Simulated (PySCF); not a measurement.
# How well do the runs reproduce experiment for C2H4Cl2?

**Measured values to compare with.**

From NIST CCCBDB Release 22 (SRD 101), experimental dipoles, for the gas: dipole moment (dielectric constant against temperature) 2.06 D.

How close the calculation comes is told at the end.

Species: C2H4Cl2.
SMILES with atom numbers: `[CH3:1][CH:2]([Cl:3])[Cl:4]` (hydrogens: H5, H6, H7 on C1; H8 on C2)

Structure used (PBE0-D3(BJ)/def2-SVP), in Å, numbered top down from 1:
```xyz
8
C2H4Cl2 angstrom
C     -0.757   -0.259   -0.157
C      0.630    0.176    0.237
Cl     1.857   -0.912   -0.465
Cl     0.929    1.863   -0.259
H     -0.872   -0.213   -1.249
H     -0.932   -1.291    0.178
H     -1.502    0.403    0.308
H      0.785    0.147    1.323
```

Runs made with PySCF (gas phase, on this PBE0-D3(BJ)/def2-SVP geometry; no spin–orbit coupling):

```csv
level,job,basis functions,wall time
"PBE0-D3(BJ)/def2-SVP, grid level 1",geometry optimisation from an MMFF94s start shaken at random,84,17 s
PBE0/pcSseg-1,"shieldings, charges and field gradients",102,5.6 s
mPW1PW91/pcSseg-2,shieldings,214,16 s
```

Hardware: one thread of an Arm Neoverse V1, shared host.

Results beside the measurements:

**Dipole moment.** Measured: 2.06 D (NIST CCCBDB Release 22 (SRD 101), experimental dipoles).

```csv
level,computed (D),computed − measured (D),% (from the printed values)
PBE0-D3(BJ)/def2-SVP,2.00,-0.06,-3
PBE0/pcSseg-1,2.20,+0.14,+7
mPW1PW91/pcSseg-2,2.15,+0.09,+4
```

Closest is PBE0-D3(BJ)/def2-SVP (-0.06 D), furthest PBE0/pcSseg-1 (+0.14 D); one molecule doesn't rank methods. The computed dipoles belong to one fixed geometry; measured ones are averaged over vibrations unless marked μe. Magnitudes are compared, not signs.

No measured geometry was used, and the causes of the misses weren't examined.
